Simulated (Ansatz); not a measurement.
Results of PBEsol (PAW; Ansatz, a program for electronic structure) for B20 (FeSi-type) FeSi.

Settings: plane-wave cutoff 500 eV, 10×10×10 k mesh, Fermi–Dirac smearing 0.05 eV, no spin polarisation, scalar-relativistic PAW data made under PBE.

Cell (relaxed at this level):

```yaml
crystal:
  lattice:
    - [4.40349, 0.00000, 0.00000]
    - [0.00000, 4.40349, 0.00000]
    - [0.00000, 0.00000, 4.40349]
  atoms:
    - { symbol: Fe, position: [0.86295, 0.63705, 0.36295] }
    - { symbol: Fe, position: [0.36295, 0.86295, 0.63705] }
    - { symbol: Fe, position: [0.13705, 0.13705, 0.13705] }
    - { symbol: Fe, position: [0.63705, 0.36295, 0.86295] }
    - { symbol: Si, position: [0.15882, 0.34118, 0.65882] }
    - { symbol: Si, position: [0.65882, 0.15882, 0.34118] }
    - { symbol: Si, position: [0.84118, 0.84118, 0.84118] }
    - { symbol: Si, position: [0.34118, 0.65882, 0.15882] }
```

Q: What does this level give for the band gap?

A: 
- band gap = 0.15 eV (under three smearing widths, so not firm)

Measured, for comparison: band gap 0.05 eV (temperature not stated, not corrected to a static lattice, indirect, transport; lower end of the printed range; as tabulated in Tomczak (2018), arXiv:1802.07220).

Static lattice: no zero-point or thermal effects.

Cost on a shared machine: about 4 core-minutes (a rough figure).
